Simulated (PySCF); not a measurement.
**C2F2O: core ionisation energies**

C2F2O.
Atom-mapped SMILES: `[O:1]=[C:2]=[C:3]([F:4])[F:5]`

Cartesian coordinates in Å at the PBE0-D3(BJ)/def2-SVP level; atoms count from 1:
```xyz
5
C2F2O angstrom
O      1.931   -0.008   -0.575
C      0.812   -0.002   -0.240
C     -0.457    0.002    0.129
F     -1.130    1.114    0.351
F     -1.148   -1.104    0.317
```

The calculation used delta-SCF UKS SCAN, pcX-2 on the ionised atom, pcseg-1 elsewhere, spin-free X2C in PySCF 2.14.0. These are vertical core ionisation energies against the vacuum level, from separate self-consistent calculations with and without the core hole.

Question: Give the core binding energies atom by atom.

Answer: 
| atom(s) | environment | level | binding energy (eV) | above the level's lowest (eV) | count |
| --- | --- | --- | --- | --- | --- |
| O1 | oxygen bonded to C | O 1s | 540.79 | 0.00 | 1 |
| C2 | central carbon of a ketene | C 1s | 295.01 | 0.00 | 1 |
| C3 | outer carbon of cumulated double bonds | C 1s | 296.03 | +1.02 | 1 |
| F4/F5 | vinyl fluorine | F 1s | 694.69 | 0.00 | 2 |

Lowest listed C 1s: C2, bonded to O (double bond) and C (double bond). Highest, 1.02 eV above it: C3, bonded to 2 F and C (double bond).

Question: What is the longest wavelength that can ionise F 1s of F4/F5 vertically?

Answer: λ = hc/E = 12398.42 eV Å / 694.69 eV = 17.847 Å.

The first atom of each set that the bonding makes equivalent was ionised and stands for the set. The unrestricted hole states depart most from a pure doublet (⟨S²⟩ = 0.75; over 0.85 named) for C 1s of C2 (0.89), which makes this value less certain. Isolated species at its PBE0-D3(BJ)/def2-SVP geometry, gas phase.
